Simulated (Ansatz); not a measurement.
The cation of H₄OSi₂ at the neutral geometry.

```yaml
crystal:
  periodic: [false, false, false]
  atoms:
    - {symbol: O, position_ang: [-0.878991, -0.031078, 0.472831]}
    - {symbol: Si, position_ang: [-2.183016, 0.102050, -0.521867]}
    - {symbol: Si, position_ang: [0.772163, -0.075863, 0.462228]}
    - {symbol: H, position_ang: [1.269954, 0.036045, -0.933225]}
    - {symbol: H, position_ang: [-1.410879, 0.206120, -1.861207]}
    - {symbol: H, position_ang: [1.279510, 1.054919, 1.276713]}
    - {symbol: H, position_ang: [1.212460, -1.360194, 1.058927]}
basis:
  gaussian: {orbitals: def2-TZVPP}
total_charge: 1
magnetization: {spin_polarized: true, initial_magnetization: 1}
hamiltonian: {xc: pbe, dispersion: d4}
```

```sh
$ ansatz run in.yaml --threads 2 --pin off --events-out ev --progress --plain --max-ram 4352MiB
```

Shortened log:

```
Functional definition: PBE
963 factors; their error is unknown
mean field evaluation 1: about -17830.5822 eV, gradient 7.4e1 eV
mean field evaluation 2: about -17630.3373 eV, gradient 1.6e2 eV
mean field evaluation 4: about -17849.6437 eV, gradient 8.7e0 eV
mean field evaluation 8: about -17849.9999 eV, gradient 1.5e-1 eV
mean field evaluation 16: about -17849.9674 eV, gradient 4.3e-4 eV
mean field -17849.96735317 eV, -655.9742010866 hartree, gradient 1.6e-5 eV, S^2 0.756917; 4 other end points of the search recorded, 0 dependent functions left out
reference -17849.96739858 eV, -655.9742027554 hartree; 20, 19 occupied and 151, 152 virtual orbitals, 963 factors
Total energy: -17850.08391070 eV, -655.9784844968 hartree
```

Hardware: 2 threads of an Arm Neoverse V1 on a shared host. Wall time 5.5 s, peak host memory 0.24 GiB.
